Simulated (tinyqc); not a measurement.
Pariser-Parr-Pople SCF with singles CI, for the molecule C=CC=C[CH2-] (SMILES; centres numbered as the heavy atoms are written), step by step. One step of it, computed by the program tinyqc.

Task: Iteration 1: orbitals and new P. Diagonalise F (the basis is taken as orthonormal) and form P = 2 sum c c over the lowest orbitals; 0.5 of the old P is kept.

F (eV), order 1C, 2C, 3C, 4C, 5C:
$$\begin{pmatrix}
-1.668022 & -4.497564 & 0.645359 & 0.304451 & -0.390630 \\
-4.497564 & -1.070928 & -3.933340 & 0.000000 & 0.304451 \\
0.645359 & -3.933340 & -1.158564 & -3.933340 & 0.645359 \\
0.304451 & 0.000000 & -3.933340 & -1.070928 & -4.497564 \\
-0.390630 & 0.304451 & 0.645359 & -4.497564 & -1.668022
\end{pmatrix}$$

pi electrons, sum of z_r less the charge = 6

P at the start, order 1C, 2C, 3C, 4C, 5C:
$$\begin{pmatrix}
1.333333 & 0.788675 & -0.333333 & -0.211325 & 0.333333 \\
0.788675 & 1.000000 & 0.577350 & 0.000000 & -0.211325 \\
-0.333333 & 0.577350 & 1.333333 & 0.577350 & -0.333333 \\
-0.211325 & 0.000000 & 0.577350 & 1.000000 & 0.788675 \\
0.333333 & -0.211325 & -0.333333 & 0.788675 & 1.333333
\end{pmatrix}$$

Give: orbital energies; P after iteration 1.

Result:

orbital energies (eV): [-7.8120, -5.9773, -2.6088, 3.6290, 6.1326]

P after iteration 1, order 1C, 2C, 3C, 4C, 5C:
$$\begin{pmatrix}
1.3335 & 0.7905 & -0.3401 & -0.2094 & 0.3228 \\
0.7905 & 1.0031 & 0.5752 & 0.0138 & -0.2094 \\
-0.3401 & 0.5752 & 1.3268 & 0.5752 & -0.3401 \\
-0.2094 & 0.0138 & 0.5752 & 1.0031 & 0.7905 \\
0.3228 & -0.2094 & -0.3401 & 0.7905 & 1.3335
\end{pmatrix}$$
